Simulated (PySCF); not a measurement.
**LiMg: one state, many levels of theory**

State: ²Σ⁺ (doublet), unpaired electrons σ ↑. Set-up: PySCF, no relativity, basis sets Li def2-SVP, Mg def2-SVP. De refers to Li + Mg in their ground configurations, without counterpoise correction. The functionals are run spin-unrestricted. A positive dipole means Li(−)Mg(+). Levels whose curve was spin-contaminated or gave no clean fit are not listed.

| Level | Re (Å) | ωe (cm⁻¹) | De (eV) | μ (D) | CPU s a point (SCF and correlation, without the integrals) |
| --- | --- | --- | --- | --- | --- |
| ROHF-MP2 | 3.485 | 92.4 | 0.059 | n/a | 0.039 |
| ROHF-SCS-MP2 | 3.534 | 83.5 | 0.045 | n/a | n/a |
| ROHF-CCSD | 3.287 | 137 | 0.106 | n/a | n/a |
| ROHF-CCSD(T) | 3.252 | 147 | 0.127 | n/a | 0.72 |
| PBE | 3.091 | 201 | 0.318 | -0.88 | 0.24 |
| r²SCAN | 3.112 | 204 | 0.358 | -1.65 | 0.36 |
| M06-L | 3.113 | 205 | 0.264 | -1.81 | 1.4 |
| B3LYP | 3.120 | 183 | 0.196 | -0.73 | 0.28 |
| PBE0 | 3.109 | 198 | 0.285 | -1.13 | 0.36 |
| MN15 | 3.110 | 180 | 0.348 | -0.57 | 0.45 |
| LC-ωPBE | 3.097 | 200 | 0.242 | -1.86 | 0.37 |

The bond length runs from 3.091 Å (PBE) to 3.534 Å (ROHF-SCS-MP2). De spans 0.05 eV (ROHF-SCS-MP2, perturbation theory) to 0.36 eV (r²SCAN, meta-GGA).

Correlated steps freeze 1 core orbital. The bond is weak. Basis-set superposition, not corrected here, can be much of De in a small basis, most of all at correlated wavefunction levels. Functionals without a dispersion term scatter widely for such bonds, and LDA overbinds them. Counting both spins, an empty level lies below a filled one in some of these solutions, because spin and occupation are held. The state is the lowest determinant that a PBE0 search found; another state may lie lower at other levels.

The whole job (state search and all levels along the bond) took about 0.97 min on 1 thread of Arm Neoverse V1 (shared host), peak memory 0.35 GiB.
